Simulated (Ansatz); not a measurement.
Ansatz (an electronic-structure program) input (PBE/6-31G*):

Ansatz 0.2 input:
```yaml
crystal:
  periodic: [false, false, false]
  atoms:
    - {symbol: O, position_ang: [0.67531939, 0.08570826, 1.21578690]}
    - {symbol: C, position_ang: [0.06089834, 0.12797473, 0.10750752]}
    - {symbol: C, position_ang: [-0.32763936, 1.24106744, -0.61255944]}
    - {symbol: C, position_ang: [-0.29036899, -1.24656785, -0.50134071]}
    - {symbol: H, position_ang: [-0.90767409, -1.80678104, 0.20937975]}
    - {symbol: H, position_ang: [-0.85220183, 1.15134108, -1.55652673]}
    - {symbol: H, position_ang: [-0.11097141, 2.23680331, -0.23962904]}
    - {symbol: H, position_ang: [0.63084779, -1.82189023, -0.64414044]}
    - {symbol: H, position_ang: [-0.81989546, -1.17998507, -1.45702293]}
basis:
  gaussian:
    orbitals: 6-31G*
hamiltonian:
  xc: {name: PBE}
total_charge: -1
relax: {f_tol: 0.003, max_steps: 120}
```

Problem. Predict the final energy.

Solution. -192.28588 Eh.
